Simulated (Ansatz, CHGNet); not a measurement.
**Wurtzite CdSe: properties by level of theory**

Reference values: lattice constant a 4.298 Å (measured, temperature not stated, not corrected to a static lattice; as tabulated in PVEducation, CdSe (wurtzite), citing its ref. 1); lattice parameter c 7.015 Å (measured, temperature not stated, not corrected to a static lattice; as tabulated in PVEducation, CdSe (wurtzite), citing its ref. 1).

```tsv
level (code)	equilibrium lattice constant a (Å)	c axis length (Å)
CHGNet 0.3.0	4.378	7.218
PBE (Ansatz)	4.383	7.154
PBE-D3(BJ) (Ansatz)	4.322	7.064
rVV10 (Ansatz)	4.385	7.183
r²SCAN (Ansatz)	___	___
Hartree–Fock (Ansatz)	___	___
```

What belongs in the gaps?


- r²SCAN (Ansatz, a program for electronic structure), equilibrium lattice constant a (Å): 4.340
- r²SCAN (Ansatz), c axis length (Å): 7.078
- Hartree–Fock (Ansatz), equilibrium lattice constant a (Å): 4.461
- Hartree–Fock (Ansatz), c axis length (Å): 7.261

Differences from the reference values (errors of the level alone only where the reference is corrected to a static lattice):

| level | lattice constant a (%) | lattice parameter c (%) |
|---|---|---|
| CHGNet 0.3.0 | +1.86 | +2.89 |
| PBE | +1.98 | +1.98 |
| PBE-D3(BJ) | +0.56 | +0.70 |
| rVV10 | +2.02 | +2.39 |
| r²SCAN | +0.98 | +0.90 |
| Hartree–Fock | +3.79 | +3.51 |

Nearest: lattice constant a, not ranked (reference at room or unstated temperature); lattice parameter c, not ranked (reference at room or unstated temperature).

Machine-learned potentials (CHGNet 0.3.0) are trained on DFT data: a solid inside that data is no test of them.

Ansatz's density-functional and Hartree–Fock values are scalar-relativistic unless marked +SOC, with PAW data made under PBE.

Differences are worked out from the printed values.
